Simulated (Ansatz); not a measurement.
System: 2H MoTe₂. Method: r²SCAN+rVV10 in Ansatz (PAW).

Numerical settings: plane-wave cutoff 560 eV, 12×12×4 k mesh (along the axes of the cell as run), Fermi–Dirac smearing 0.01 eV, no spin polarisation, scalar-relativistic PAW data made under PBE.

Properties against volume:

Shape and atoms are relaxed at each volume.

| V (Å³/atom) | P (GPa) | direct gap at Γ (eV) | smallest gap on the k mesh (eV) | c (Å) |
|---|---|---|---|---|
| 24.647 | 1.69 | 2.963 | 0.796 | 13.819 |
| 25.160 | 0.76 | 2.973 | 0.855 | 13.993 |
| 25.674 | 0.00 | 2.988 | 0.916 | 14.179 |
| 26.187 | -0.58 | 3.009 | 0.977 | 14.379 |
| 26.701 | -1.01 | 3.038 | 1.040 | 14.596 |

The fundamental gap (0.87 eV at the equilibrium volume, with added k points) lies elsewhere than Γ–Γ.

Measured, for comparison: band gap 1.06 ± 0.01 eV (4 K, zero-point motion not removed, indirect, absorption from ellipsometry, single crystal; as tabulated in Gulo et al. (2023), doi:10.1103/physrevmaterials.7.044001).

Note: the bulk modulus comes from volumes at which shape and atoms were relaxed.

Spin–orbit coupling is not included; with these elements it can move the gap by several tenths of an eV or more.

Ansatz is an electronic-structure program.
